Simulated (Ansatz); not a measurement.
# HOC⁺, singlet in cc-pVDZ: errors against RCCSDTQ

Geometry: that of the HOC, doublet, kept fixed.

```yaml
atoms:
  - { symbol: O, position_ang: [0.0000, -0.1013, 0.5002] }
  - { symbol: C, position_ang: [0.0000, 0.0736, -0.7526] }
  - { symbol: H, position_ang: [0.0000, 0.7302, 1.0271] }
```

Basis cc-pVDZ; Ansatz 0.2.0. Only valence electrons are correlated (noble-gas cores frozen), which leaves 10 electrons in 31 orbitals. R marks a restricted (for open shells ROHF) determinant. Active spaces: valence = (10e, 9o) chosen from the atoms' valence shells.

Full CI isn't at hand for all of this; RCCSDTQ serves as the reference, and is uncertain by the last step of the cluster series or more.

The UHF ⟨S²⟩ is 0.000, the T1 diagnostic (RCCSD) is 0.0262 and the largest doubles amplitude (RCCSD) is 0.099.

```csv
level,E − E(RCCSDTQ) (kcal/mol),share of correlation (%),wall time
RHF,195.85,0.00,–
RMP2,19.72,89.93,–
CISD,21.27,89.14,0.39 s
RCCSD,8.28,95.77,–
RCCSD(T),1.05,99.47,0.25 s
BCCD(T),0.87,99.56,0.31 s
RCCSDT,0.59,99.70,–
RCCSDT(Q),-0.10,100.05,2.1 s
CASSCF (valence space),102.19,47.83,–
NEVPT2 (valence space),25.66,86.90,2.5 s
MRCISD (valence space),7.61,96.11,–
MRCISD+Q (valence space),3.24,98.35,4 s
```

The correlation energy at RCCSDTQ, counted from RHF, is -8.493 eV. That run took 6 s on 2 threads of AMD EPYC 7R13 with a shared H100 80 GB, shared host.

Times hold each run's SCF and search for its determinant on a shared host, so for small cases they say little of a method's own cost; they ran on 1 thread of AMD EPYC 7R13.

Natural occupations of CASSCF (valence space) about the gap: 1.994 1.986 1.974 1.967 1.957 0.047 0.034 0.025 0.016; effectively unpaired electrons, Σ n²(2−n)², 0.03.
